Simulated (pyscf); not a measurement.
`[CH3][AlH][NH2]` → `[CH3][Al]` [singlet] + `[NH3]` (1,1-elimination; singlet surface; Al–N, Al–H broken, H–N formed). Optimised with ωB97X-D3(BJ)/def2-SVP in PySCF. MP2 and CC: frozen core, UHF for open shells. ΔMP2 is the change of the MP2 total energy from the triple- to the quadruple-zeta basis. Energies in kcal/mol from the reactant's lowest minimum found.

| level | barrier | reaction energy |
|---|---|---|
| ωB97X-D3(BJ)/def2-TZVP | 77.1 | +52.0 |
| PBE/def2-TZVP | 62.0 | +46.4 |
| r²SCAN/def2-TZVP | 68.5 | +53.4 |
| B3LYP-D3(BJ)/def2-TZVP | 70.5 | +48.0 |
| PBE0-D3(BJ)/def2-TZVP | 69.1 | +48.9 |
| ωB97M-D3(BJ)/def2-TZVP | ___ | +47.7 |
| CCSD(T)/def2-TZVPP + ΔMP2(QZVPP) | ___ | ___ |

**Question.** Fill in the missing entries.

**Answer.** 
- ωB97M-D3(BJ)/def2-TZVP, barrier: 73.7
- CCSD(T)/def2-TZVPP + ΔMP2(QZVPP), barrier: 72.1
- CCSD(T)/def2-TZVPP + ΔMP2(QZVPP), reaction energy: +48.2

On the product side the descent ends in an adduct with a Al–N contact (not fully relaxed), 13.6 kcal/mol under the separated species and 38.6 kcal/mol under the saddle at ωB97X-D3(BJ)/def2-TZVP. What is counted as broken (Al–N) persists as a longer contact in the product adduct; parting that adduct is a step of its own. This is the saddle that the search found; another between the same sides may lie lower. The CCSD(T) − MP2 part came from Ansatz, without density fitting, on the same reference.
